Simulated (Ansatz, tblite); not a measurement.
Forces on PF3 at its r2SCAN-D4/def2-TZVP geometry. Charge 0, multiplicity 1.

The xTB rows come from tblite.

GFN2-xTB (tblite), largest force 2.22 eV/Å:

```xyz
4
positions Å, forces eV/Å
P    -0.561    0.010   -0.173   -2.120    0.038   -0.654
F    -0.217   -0.086    1.363    0.628   -0.029    0.473
F     0.388    1.221   -0.520    0.746    0.227    0.105
F     0.391   -1.145   -0.669    0.746   -0.236    0.076
```

LDA (SPW92)/def2-TZVP (Ansatz), largest force 0.07 eV/Å:

```
P 0.022 0.000 0.007
F 0.014 0.004 -0.070
F -0.018 -0.064 0.028
F -0.018 0.060 0.036
```

PBE-D4/def2-TZVP (Ansatz), largest force 0.89 eV/Å:

```
P -0.849 0.015 -0.262
F 0.088 -0.045 0.719
F 0.380 0.587 -0.192
F 0.382 -0.557 -0.264
```
